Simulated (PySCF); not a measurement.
Compound: C₆H₆.
SMILES with atom numbers: `[cH:1]1[cH:2][cH:3][cH:4][cH:5][cH:6]1` (hydrogens: H7 on C1; H8 on C2; H9 on C3; H10 on C4; H11 on C5; H12 on C6)

The same species was optimised twice, with GFN2-xTB and with PBE0-D3(BJ)/def2-SVP (PySCF), and the same property calculations (PySCF, gas phase) were run on both structures.

| coordinate | GFN2-xTB | PBE0-D3(BJ)/def2-SVP | change |
| --- | --- | --- | --- |
| C2–C3 (Å) | 1.385 | 1.395 | +0.010 |
| C5–C6 (Å) | 1.385 | 1.395 | +0.010 |
| C1–C2 (Å) | 1.385 | 1.395 | +0.010 |
| C1–C6 (Å) | 1.385 | 1.395 | +0.010 |
| C3–C4 (Å) | 1.385 | 1.395 | +0.010 |
| C4–C5 (Å) | 1.385 | 1.395 | +0.010 |
| C1–C6–C5 (°) | 120.0 | 120.0 | 0.0 |
| C2–C1–C6 (°) | 120.0 | 120.0 | 0.0 |
| C1–C2–C3 (°) | 120.0 | 120.0 | 0.0 |
| C3–C4–C5 (°) | 120.0 | 120.0 | 0.0 |
| C4–C5–C6 (°) | 120.0 | 120.0 | 0.0 |
| C2–C3–C4 (°) | 120.0 | 120.0 | 0.0 |

Rotational constants: A = 5783, B = 5783, C = 2892 MHz (GFN2-xTB) against A = 5695, B = 5695, C = 2847 MHz (PBE0-D3(BJ)/def2-SVP). Point groups within 0.08 Å: D6h and D6h.

On the GFN2-xTB structure: HOMO (eV) -7.36 [PBE0/pcSseg-1]; LUMO (eV) -0.15 [PBE0/pcSseg-1]; GIAO shielding of C1 (×6) (mean) (ppm) 53.0 [PBE0/pcSseg-1].

**Question.** What do these properties become on the PBE0-D3(BJ)/def2-SVP structure?

**Answer.** 
```tsv
property	level	on GFN2-xTB	on PBE0-D3(BJ)/def2-SVP	change
HOMO (eV)	PBE0/pcSseg-1	-7.36	-7.33	+0.03
LUMO (eV)	PBE0/pcSseg-1	-0.15	-0.21	-0.06
energy, GFN2-xTB geometry as zero (kcal/mol)	PBE0/pcSseg-1	0.0	-0.2	-0.2
GIAO shielding of C1 (×6) (mean) (ppm)	PBE0/pcSseg-1	53.0	50.4	-2.6
```

The heavy atoms differ by 0.010 Å rms after alignment. Among bonds between heavy atoms C1–C2, C1–C6, C2–C3, C3–C4, C4–C5 and C5–C6 change most and about equally (+0.010 Å). Changes are differences of the printed values. Neither structure is proved a minimum here.
